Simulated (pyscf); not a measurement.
A first-order saddle from PySCF, ωB97X-D3(BJ)/def2-SVP:

```xyz
8

Ga     0.8768     0.0378    -0.0202
Cl    -0.1520     1.5359    -1.1675
C      0.1068    -1.2733     1.5259
C     -0.9569    -0.4186     1.4358
H      1.3202    -1.4663     0.2170
H      0.8892    -1.0543     2.2834
H     -1.1181     0.4542     2.0881
H     -1.7806    -0.6208     0.7349
```

Surface: singlet, charge 0. Lowest wavenumbers (cm⁻¹): 1188i, 68, 121, 208, 299.

**Question.** Name the species on either side of this saddle.

**Answer.** Cl–Ga (SMILES [Cl][Ga]) [singlet] + H₂C=CH₂ (SMILES C=C) <-> H₂C=CH–GaH–Cl (SMILES C=[CH][GaH][Cl]), an insertion read from left to right: C–H broken and C–Ga, Ga–H formed. At CCSD(T)/def2-TZVPP + ΔMP2(QZVPP) it lies +79.6 kcal/mol from the left side and +78.5 kcal/mol from the right (each side as separated species at their lowest minima found). On the reactant side the descent ends in a complex, 5.1 kcal/mol under the separated species and 89.1 kcal/mol under the saddle at ωB97X-D3(BJ)/def2-TZVP. At ωB97X-D3(BJ) the barrier from the zero used here is 84.0 kcal/mol. This is the saddle that the search found; another between the same sides may lie lower. The CCSD(T) − MP2 part came from Ansatz, without density fitting, on the same reference. The frozen core leaves the outer d or s,p core shells of the metals and heavy elements correlated in the MP2 and CC values, and def2-TZVPP describes them poorly, which can shift differences by a few kcal/mol. Elements up to Kr have no core potential and no relativistic terms here.
